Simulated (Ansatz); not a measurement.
```yaml
crystal:
  periodic: [false, false, false]
  atoms:
    - {symbol: C, position_ang: [-0.682606, -1.358879, -1.403947]}
    - {symbol: C, position_ang: [0.085276, -0.146961, -1.139787]}
    - {symbol: C, position_ang: [0.153371, 0.293378, 0.265969]}
    - {symbol: C, position_ang: [0.786132, -0.731548, 1.100578]}
    - {symbol: C, position_ang: [-1.185934, 0.587454, 0.782901]}
    - {symbol: C, position_ang: [0.961667, 1.514521, 0.318306]}
    - {symbol: H, position_ang: [-1.687086, -1.255395, -1.120898]}
    - {symbol: H, position_ang: [-0.669600, -1.585288, -2.427865]}
    - {symbol: H, position_ang: [-0.290811, -2.188957, -0.896727]}
    - {symbol: H, position_ang: [1.070394, -0.282292, -1.485502]}
    - {symbol: H, position_ang: [-0.314383, 0.643713, -1.708464]}
    - {symbol: H, position_ang: [0.216887, -1.611592, 1.135380]}
    - {symbol: H, position_ang: [1.740785, -0.976960, 0.737886]}
    - {symbol: H, position_ang: [0.896430, -0.388586, 2.086709]}
    - {symbol: H, position_ang: [-1.788932, -0.270002, 0.812754]}
    - {symbol: H, position_ang: [-1.670905, 1.304408, 0.187998]}
    - {symbol: H, position_ang: [-1.129589, 0.967053, 1.760131]}
    - {symbol: H, position_ang: [0.534139, 2.274954, -0.266279]}
    - {symbol: H, position_ang: [1.042175, 1.871338, 1.302393]}
    - {symbol: H, position_ang: [1.932592, 1.339652, -0.041555]}
basis:
  gaussian: {orbitals: STO-3G, fitting: {mean_field: def2-universal-jkfit}}
hamiltonian: {xc: {name: B3LYP}, dispersion: d3bjatm, pseudopotentials: {relativity: scalar}}
charge: 1
output: {forces: true}
```

```sh
$ ansatz run in.yaml --threads 2 --pin off --events-out ev --progress --plain --max-ram 31744MiB --backend cpu
```

(1) How does Ansatz answer? (Estimate.)

Results:

(1) Ansatz gave: The input was rejected before any iteration.
```
Error: YAML parse error: error: line 27 column 1: unknown field `charge`, expected one of crystal, accuracy, basis, kpoints, hamiltonian, magnetization, projection, total_charge, correlation, batch, efield, external_charges, scf, relax, neb, saddle, md, ramp, phonons, dielectric, real_time, elastic, magnetic_configurations, gw, evaluate, workflow, output, checkpoint, execution
25 |   gaussian: {orbitals: STO-3G, fitting: {mean_field: def2-univers…
26 | hamiltonian: {xc: {name: B3LYP}, dispersion: d3bjatm, pseudopoten…
27 | charge: 1
28 | output: {forces: true}
```

B3LYP here is the variant with VWN-RPA as its local correlation; programs differ in this.
